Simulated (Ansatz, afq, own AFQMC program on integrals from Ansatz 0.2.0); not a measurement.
# CHN, singlet in cc-pVTZ, levels against AFQMC with the constraint released

```xyz
3

N     0.0000    0.0000    1.1200
C     0.0000    0.0000   -0.0256
H     0.0000    0.0000   -1.0944
```

Connectivity, by distances: N–CH.

Basis cc-pVTZ. Noble-gas cores (and the filled d shells of Ga–Kr and In–Xe) are frozen. Ansatz 0.2.0 and our own AFQMC program on the same integrals; the CISD trial comes from CCSD amplitudes, and released means the phaseless constraint is let go. Free projection: walkers drawn from exp(T), propagated without any constraint. Its projection time is finite, and what remains of the start isn't in its error. Uncertainties: one standard error, sampling alone.

Determinant: RHF, the one that the program's search chose, which needn't be the lowest solution. The geometry is a PBE0/def2-TZVP stationary point of this or a neighbouring charge and spin state.

No full CI on the walks' own integrals is used here. The released AFQMC energy serves as the reference, which it does only where one determinant dominates, the energy is flat over the last release times and near the phaseless one (40 meV or 2 meV an electron, half that with transition metals). On small molecules, where full CI could be run and the noise was under 10 meV, such values lay within 10 meV of it in 19 cases of 20, a flattering rate, since the rule was set on those same cases; what remains of the bias isn't in the error bar.

Cautions: the released value is read at 2.40 1/Eh (meV from the phaseless value at times in 1/Eh: -11 ± 4 at 0.24, -10 ± 4 at 0.51, -11 ± 5 at 0.99, -13 ± 4 at 1.62, -14 ± 6 at 2.40).

```
T1 diagnostic                               : 0.0140
weight of the determinant in the CISD state : 0.885
size of the correlated space                : 10 electrons in 72 orbitals
```

Reference: AFQMC with the constraint released, correlation energy -9.990 ± 0.006 eV.

```json
{"level": "HF", "E − E(reference) (kJ/mol)": "963.9 ± 0.6", "share of correlation (%)": "0.00"}
{"level": "MP2", "E − E(reference) (kJ/mol)": "61.6 ± 0.6", "share of correlation (%)": "93.61"}
{"level": "CCSD", "E − E(reference) (kJ/mol)": "49.8 ± 0.6", "share of correlation (%)": "94.83"}
{"level": "CCSD(T)", "E − E(reference) (kJ/mol)": "3.5 ± 0.6", "share of correlation (%)": "99.63"}
{"level": "CCSDT", "E − E(reference) (kJ/mol)": "3.9 ± 0.6", "share of correlation (%)": "99.60"}
{"level": "CCSDT(Q)", "E − E(reference) (kJ/mol)": "-0.1 ± 0.6", "share of correlation (%)": "100.01"}
{"level": "ph-AFQMC/HF", "E − E(reference) (kJ/mol)": "-4.6 ± 2.6", "share of correlation (%)": "100.47"}
{"level": "ph-AFQMC/CISD", "E − E(reference) (kJ/mol)": "1.4 ± 0.8", "share of correlation (%)": "99.86"}
{"level": "free AFQMC", "E − E(reference) (kJ/mol)": "0.1 ± 1.1", "share of correlation (%)": "99.99"}
```

CCSDT and higher add their correlation energy to the determinant of the CCSD(T) run, since their own runs factorise the integrals more tightly (a shift of under 2 meV). Free projections are given only where their last times agree within the noise and don't stop above the reference; a slow remainder of the start can still hide under it. A walk keeps the symmetry of its determinant, which the program's search chose and which needn't be the lowest solution, so a lower state of the same spin and another symmetry isn't excluded. Released energies are given only where the last usable release times agree within the noise; a slower fall can still hide under it.
